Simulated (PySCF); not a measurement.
## Vibration and rotation of AlP⁺

ROHF-CCSD(T) constants of AlP⁺, ⁴Σ⁻ (quartet), unpaired electrons σ ↑, π ↑↑ (Al pcseg-1, P pcseg-1; no relativity (PySCF 2.14); masses 26.9815 and 30.9738 u):

```
ωe            : 147.5 cm⁻¹
ωexe          : 5.29 cm⁻¹
Be            : 0.16316 cm⁻¹
αe            : 0.00501 cm⁻¹
De to Al⁺ + P : 0.220 eV
```

Question: What force constant and bond length do these constants imply?

Answer: Reduced mass μred = 14.420 u; k = 5.8918×10⁻⁷·μred·ωe² (u, cm⁻¹, mdyn/Å) = 0.185 mdyn/Å; Re = √(16.8576/(μred·Be)) (u, cm⁻¹, Å) = 2.677 Å.

Question: Estimate the centrifugal constant D from the Kratzer relation and find the Dunham coefficient a1.

Answer: D = 4Be³/ωe² = 7.99e-07 cm⁻¹; a1 = −1 − αeωe/(6Be²) = -5.63.

Correlated steps freeze 10 core orbitals. The bond is weak. Basis-set superposition, not corrected here, can be much of De in a small basis, most of all at correlated wavefunction levels. For an ion De counts to the pair picked by the measured ionisation energies or electron affinities, which need not be the lowest pair at this level. The state is the lowest determinant that a PBE0 search found; another state may lie lower at other levels.
